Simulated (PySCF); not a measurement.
**CH4ClSi (SMILES [CH2][SiH2]Cl) at 5 levels**

Wanted: a comparison of 5 runs (UHF/def2-SVP, UB3LYP/6-31G*, UB2PLYP/cc-pVDZ, UPBE0/def2-SVP, UTPSSh/def2-SVP) of CH4ClSi. 

The calculation is run with PySCF 2.14.0.

### Step 1. The system as given

CH4ClSi: 7 atoms, total charge 0, spin state doublet. SMILES: `[CH2][SiH2]Cl`. The coordinates come from a PBE0-D4/def2-TZVP relaxation. This is one conformer, not always the lowest.

Bond lengths: C1–Si2 1.832 Å, Si2–Cl3 2.067 Å, C1–H4 1.085 Å, C1–H5 1.085 Å, Si2–H6 1.482 Å, Si2–H7 1.481 Å. Angles: C1–Si2–Cl3 110.1°, C1–Si2–H6 111.0°, C1–Si2–H7 111.0°, Cl3–Si2–H6 106.8°, Cl3–Si2–H7 106.9°, Si2–C1–H4 122.4°, Si2–C1–H5 122.3°, H6–Si2–H7 110.8°, H4–C1–H5 115.1°.

### Step 2. Energy and gradient at UHF/def2-SVP (run 1)

The input, mol.xyz:

```xyz
7
CH4ClSi
C     -0.956100     0.088100    -0.602700
Si     0.657000     0.049300     0.264700
Cl     0.631500    -1.390200     1.747300
H     -1.161100    -0.521500    -1.476700
H     -1.796100     0.671900    -0.240300
H      0.934800     1.344000     0.929100
H      1.751200    -0.309700    -0.667000
```

The input, run.py:

```python
# [CH2][SiH2]Cl
from pyscf import gto, scf

mol = gto.M(
    atom='mol.xyz',
    max_memory=1860,
    spin=1,
    verbose=4,
    basis='def2-svp',
    charge=0,
)

myscf = scf.UHF(mol)
myscf.conv_tol = 1e-10
myscf.kernel()
if not myscf.converged:
    myscf = myscf.newton().run(myscf.mo_coeff, myscf.mo_occ)

etot = myscf.e_tot
print('Final energy', etot)
grad = myscf.nuc_grad_method().kernel()
dip = myscf.dip_moment()
pop, q = myscf.mulliken_pop()
```

Command:

```bash
$ OMP_NUM_THREADS=1 python run.py
```

Log:

```text
PySCF version 2.14.0

[... 91 lines left out ...]
converged SCF energy = -788.375272156076  <S^2> = 0.7595836  2S+1 = 2.0095607
Final energy -788.3752721560755
[... 13 lines left out ...]
Dipole moment(X, Y, Z, Debye): -0.70672,  1.12741, -1.53856
[... 13 lines left out ...]
charge of  6H =     -0.14019  (     0.56999      0.57021 )
```

It took 3.3 s on 1 thread of Arm Neoverse V1, shared host; peak memory 0.14 GiB.

### Step 3. Energy and gradient at UB3LYP/6-31G(d) (spherical functions) (run 2)

The input, input.py:

```python
from pyscf import gto, dft

system = gto.M(
    atom='''
C       -0.956100       0.088100      -0.602700
Si       0.657000       0.049300       0.264700
Cl       0.631500      -1.390200       1.747300
H       -1.161100      -0.521500      -1.476700
H       -1.796100       0.671900      -0.240300
H        0.934800       1.344000       0.929100
H        1.751200      -0.309700      -0.667000
''',
    verbose=4,
    max_memory=1860,
    charge=0,
    basis='6-31g*',
    spin=1,
)

calc0 = dft.UKS(system, xc='b3lyp')
calc0.conv_tol = 1e-10
calc0.grids.level = 5
calc0.kernel()
if not calc0.converged:
    calc0 = calc0.newton().run(calc0.mo_coeff, calc0.mo_occ)

energy = calc0.e_tot
print('E = %.10f Eh' % energy)
grad = calc0.nuc_grad_method().kernel()
calc0.analyze()
```

Command:

```bash
$ OMP_NUM_THREADS=1 python input.py
```

Log:

```text
PySCF version 2.14.0

[... 118 lines left out ...]
Total Energy =                        -790.185202016635344
[... 2 lines left out ...]
Two-electron Energy =                  436.883090398149704
[... 5 lines left out ...]
MO #1   energy= -101.510417568366  | -101.510005623889  occ= 1 | 1
[... 3 lines left out ...]
MO #58  energy= 2.22810923640469   | 2.23793400286733   occ= 0 | 0
[... 86 lines left out ...]
Dipole moment(X, Y, Z, Debye): -0.84061,  1.18289, -1.66250
```

It took 25 s on 1 thread of Arm Neoverse V1, shared host; peak memory 0.6 GiB.

Runs 3 to 4 aren't shown in full; the table further down has their settings and results.

### Step 4. Energy and forces at UTPSSh/def2-SVP (run 5)

The input, calc.py:

```python
# [CH2][SiH2]Cl
from pyscf import gto, dft

mol = gto.Mole()
mol.atom = '''
C   -0.956100   0.088100  -0.602700
Si   0.657000   0.049300   0.264700
Cl   0.631500  -1.390200   1.747300
H   -1.161100  -0.521500  -1.476700
H   -1.796100   0.671900  -0.240300
H    0.934800   1.344000   0.929100
H    1.751200  -0.309700  -0.667000
'''
mol.verbose = 4
mol.charge = 0
mol.max_memory = 1860
mol.spin = 1
mol.basis = 'def2-svp'
mol.build()

mf = dft.UKS(mol)
mf.xc = 'tpssh'
mf.grids.level = 5
mf.conv_tol = 1e-10
mf.kernel()
if not mf.converged:
    mf = mf.newton().run(mf.mo_coeff, mf.mo_occ)

energy = mf.e_tot
print('Final energy', energy)
grad = mf.nuc_grad_method().kernel()
mf.analyze()
```

Command:

```bash
$ OMP_NUM_THREADS=1 python calc.py
```

Log:

```text
PySCF version 2.14.0

[... 55 lines left out ...]
WARN: HOMO -0.23582994726319 >= LUMO -0.235829947263191
[... 63 lines left out ...]
Total Energy =                        -789.969458691540581
[... 2 lines left out ...]
Two-electron Energy =                  436.649097591392263
[... 5 lines left out ...]
MO #1   energy= -101.338843254899  | -101.338469901055  occ= 1 | 1
[... 3 lines left out ...]
MO #70  energy= 2.89369659039502   | 2.96346733968106   occ= 0 | 0
[... 98 lines left out ...]
Dipole moment(X, Y, Z, Debye): -0.74044,  0.94195, -1.36076
```

Wall time 57 s (1 thread of Arm Neoverse V1, shared host); peak memory 0.71 GiB.

### Step 5. Overview of the runs

```csv
run,level,integration grid,task,energy (Eh),dipole moment (D),HOMO energy (eV),LUMO energy (eV),wall time
1,UHF/def2-SVP,–,gradient,-788.375272,2.03,-10.99,1.89,3.3 s
2,UB3LYP/6-31G* (spherical functions),5,gradient,-790.185202,2.21,-7.01,-3.00,25 s
3,UB2PLYP/cc-pVDZ,5,energy,-789.864746,2.03,-8.60,-1.03,23 s
4,UPBE0/def2-SVP,5,gradient,-789.599399,1.83,-7.48,-2.70,30 s
5,UTPSSh/def2-SVP,5,gradient,-789.969459,1.81,-6.76,-3.14,57 s
```

### Step 6. Outcome

```
                                 quantity          value
                      run 5: total energy  -789.96946 Eh
                     run 5: dipole moment         1.81 D
run 5: HOMO energy (highest over α and β)       -6.76 eV
 run 5: LUMO energy (lowest over α and β)       -3.14 eV
                              run 5: ⟨S²⟩          0.754
          run 5: largest force on an atom     0.472 eV/Å
```

**Reading.** The dipole moment (its size) runs from 1.81 D (UTPSSh/def2-SVP) to 2.21 D (UB3LYP/6-31G*). The two ends differ in method and basis. Totals of different functionals can't be ranked against each other. All runs together took 2.3 min, the longest 57 s.
